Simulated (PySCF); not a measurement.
Vertical excitation energies

Species: hydrogen sulfide, H2S.
Geometry (GFN2-xTB, Å), atoms numbered from 1 in this order:
```xyz
3
H2S angstrom
S     -0.0291    0.6107   -0.0026
H     -0.9357   -0.3581   -0.0113
H      0.9763   -0.2551    0.0014
```

The calculation used TDDFT wB97X-D/def2-SVPD, vertical, gas phase, core orbitals frozen in the response (PySCF 2.14.0, density-fitted response routines).

Question: List the vertical singlet excitations with oscillator strengths and describe the spectrum.

Answer: 

```tsv
state	E (eV)	E (kJ/mol)	λ (nm)	f	symmetry	main configurations (H = HOMO, L = LUMO)
S1	6.30	607	196.9	0.0000	–	H→L+1 (94%)
S2	6.45	623	192.1	0.077	B1 or B2	H→L (98%)
S3	8.06	778	153.8	0.0000	–	H→L+2 (93%)
S4	8.31	802	149.2	0.0018	–	H→L+3 (97%)
S5	8.77	846	141.4	0.0077	A1	H→L+4 (94%)
S6	9.24	892	134.1	0.137	B1 or B2	H→L+5 (78%), H→L+6 (20%)
S7	9.43	910	131.5	0.144	A1	H-1→L (90%)
S8	9.69	935	128.0	0.0022	B1 or B2	H-1→L+1 (57%), H→L+7 (38%)
```

Triplets, Tamm–Dancoff:

| state | E (eV) | λ (nm) | main configurations (H = HOMO, L = LUMO) |
| --- | --- | --- | --- |
| T1 | 5.87 | 211.2 | H→L+1 (92%) |
| T2 | 6.11 | 203.1 | H→L (92%) |
| T3 | 8.03 | 154.5 | H→L+2 (92%) |

The lowest singlet lies at 6.30 eV (197 nm, vacuum ultraviolet) and is dark (f under 0.0005); its leading configuration is HOMO→LUMO+1 (94%). The strongest level in the table is S7 at 9.43 eV (131 nm, f = 0.144). Löwdin shares by element: HOMO sulfur 85%, hydrogen 15%; LUMO sulfur 75%, hydrogen 25%. Weighted by f, the mean energy of these states is 8.72 eV. Of the 8 states listed, 3 reach f = 0.01 and 2 stay under 0.0005. The oscillator strengths of these states sum to 0.369; summed over the whole spectrum of an exact calculation they would give the number of electrons, 18 (Thomas–Reiche–Kuhn). Symmetry labels in C2v follow from the direction of the transition dipole and are given only for states with f of 0.002 or more; B1 and B2 swap with the choice of axes. Only the lowest 8 singlets were computed, as vertical energies without vibronic structure.
